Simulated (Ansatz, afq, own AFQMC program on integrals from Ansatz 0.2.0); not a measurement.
**WHCl₂, quartet: AFQMC among the cluster methods**

```xyz
4

W     0.0000   -0.2634    0.0000
Cl    0.0000    0.7110   -2.0304
Cl    0.0000    0.7110    2.0304
H     0.0000   -1.9793    0.0000
```

Connectivity, by distances: Cl–WH–Cl.

Basis def2-SVP with its core potentials. Only valence electrons are correlated. AFQMC by an in-house program on the Cholesky factors that Ansatz 0.2.0 writes for its CCSD(T) run. The CISD trial takes its coefficients from CCSD amplitudes. Released means that phaseless walkers are propagated on without the constraint, phases kept. ± is one standard error of the sampling. No spin–orbit coupling. The metal's outer-core s and p shells are frozen, which shifts wave-function levels against functionals.

Determinant: UHF, the one that the program's search chose, which needn't be the lowest solution. The geometry is a point of a scan.

No full CI on the walks' own integrals is used here; CCSDT(Q) serves as the reference and is uncertain by about the last step of the cluster series.

Cautions: no spin-orbit coupling; outer-core shells of the metal frozen; lower spins were not checked; higher spins were not checked; the released energies are still falling, so no released level is given (meV from the phaseless value at times in 1/Eh: -6 ± 5 at 0.24, -8 ± 4 at 0.48, -12 ± 8 at 0.80, -21 ± 7 at 1.20), though the last usable value meets CCSDT(Q) within the noise.

- T1 diagnostic: 0.0229
- weight of the determinant in the CISD state: 0.825
- ⟨S²⟩ of the determinant: 3.788
- size of the correlated space: 21 electrons in 59 orbitals

Reference: CCSDT(Q), correlation energy -11.688 eV.

| level | E − E(reference) (kJ/mol) | share of correlation (%) |
| --- | --- | --- |
| HF | 1127.7 | 0.00 |
| MP2 | 127.6 | 88.68 |
| CCSD | 38.1 | 96.63 |
| CCSD(T) | 5.7 | 99.49 |
| CCSDT | 2.4 | 99.79 |
| ph-AFQMC/HF | -5.9 ± 2.5 | 100.52 |
| ph-AFQMC/CISD | 2.0 ± 0.6 | 99.82 |

A walk keeps the symmetry of its determinant, which the program's search chose and which needn't be the lowest solution, so a lower state of the same spin and another symmetry isn't excluded.
